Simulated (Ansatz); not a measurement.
Basis-set extrapolation for C2H2O2S (PBE0-D4/def2-TZVP geometry, frozen core, the Gaussian-basis code of Ansatz). Multiplicity 1, RHF reference.

|  | def2-TZVPP | def2-QZVPP |
| --- | --- | --- |
| HF | -624.187681 | -624.208925 |
| MP2 correlation | -0.928151 | -1.001258 |
| CCSD(T) correlation | -0.998051 | not run |

Energies in hartree. Use E(X) = E(∞) + A·exp(−7.88·√X) for Hartree–Fock and E(X) = E(∞) + B·X^(−2.97) for correlation, with X = 3 and 4, and add CCSD(T) minus MP2 of the smaller set to the MP2 limit.

Q: What is the CCSD(T) energy at the basis-set limit?

A: HF limit: -624.208925 + (-0.021244) × 0.13774 = -624.21185. MP2 limit: -1.001258 + (-0.073107) × 0.74074 = -1.05541. Higher-order term: -0.998051 − (-0.928151) = -0.06990. Total: -625.33716 hartree, 397.6 kJ/mol below CCSD(T)/def2-TZVPP.
